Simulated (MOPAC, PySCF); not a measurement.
AlCl3, SMILES `[Cl][Al]([Cl])[Cl]`, neutral singlet in the gas phase. 

Cartesian coordinates (Å):
SMILES: [Cl][Al]([Cl])[Cl]
```xyz
4

Cl     2.0476    -0.2954    -0.0116
Al     0.0000     0.0000     0.0000
Cl    -0.7679     1.9210     0.0050
Cl    -1.2796    -1.6256     0.0066
```
Charge 0, multiplicity 1.

All levels are single points at this geometry (PBE0-D3(BJ)/def2-TZVP); Pople sets use spherical d functions. Orbital energies aren't observables, and empty levels follow the basis.

PM6 in MOPAC gives dipole (D) = 0.00.

Estimate the dipole (D) from each of these levels: ωB97X-D3(BJ)/def2-TZVP in PySCF; B3LYP/6-31G* in PySCF; B3LYP/LANL2DZ in PySCF; SVWN5/6-31G* in PySCF; HF/STO-3G in PySCF; AM1 in MOPAC; PM3 in MOPAC; PM7 in MOPAC.


| level | dipole (D) |
|---|---|
| ωB97X-D3(BJ)/def2-TZVP in PySCF | 0.00 |
| B3LYP/6-31G* in PySCF | 0.00 |
| B3LYP/LANL2DZ in PySCF | 0.00 |
| SVWN5/6-31G* in PySCF | 0.00 |
| HF/STO-3G in PySCF | 0.00 |
| AM1 in MOPAC | 0.00 |
| PM3 in MOPAC | 0.00 |
| PM7 in MOPAC | 0.00 |
